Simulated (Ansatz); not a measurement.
**Property card for MgAu₃**

Theory: Ansatz 0.2.0, DFT r2SCAN, scalar-relativistic, plane waves, PAW.

Plane waves to 500 eV, a k mesh through Γ of 10×10×10 on the computed 4-atom cell and Gaussian smearing (0.10 eV); no spin polarisation.

The structure is relaxed at this level of theory with its symmetry kept. Whether it is the stable form of this composition wasn't checked.

The structure is cubic, space group Pm-3m (No. 221). The conventional cell has a = 4.107 Å, b = 4.107 Å, c = 4.107 Å, α = 90.00°, β = 90.00°, γ = 90.00°. Mg (site symmetry m-3m) has 12 Au at 2.90 Å as nearest neighbours. Au (site symmetry 4/mmm) has 4 Mg at 2.90 Å and 8 Au at 2.90 Å as nearest neighbours.

```json
{"Volume per atom": "17.31 Å³", "Formation energy from the elements' standard states (uncorrected)": "-0.388 eV/atom", "Generalised Kohn–Sham band gap": "none (metal)", "Density of states at the Fermi level": "1.23 states/eV per cell", "Bulk modulus": "127 GPa", "Its pressure derivative": "5.1", "Bader charges (e)": "Mg (1 in the cell) 1.65, Au (3 in the cell) -0.55"}
```

Spin-orbit coupling is left out, which matters for the bands of heavy elements.

Cost: 6 runs of about 3.4 core-minutes in all, on Arm Neoverse V1 (shared hosts).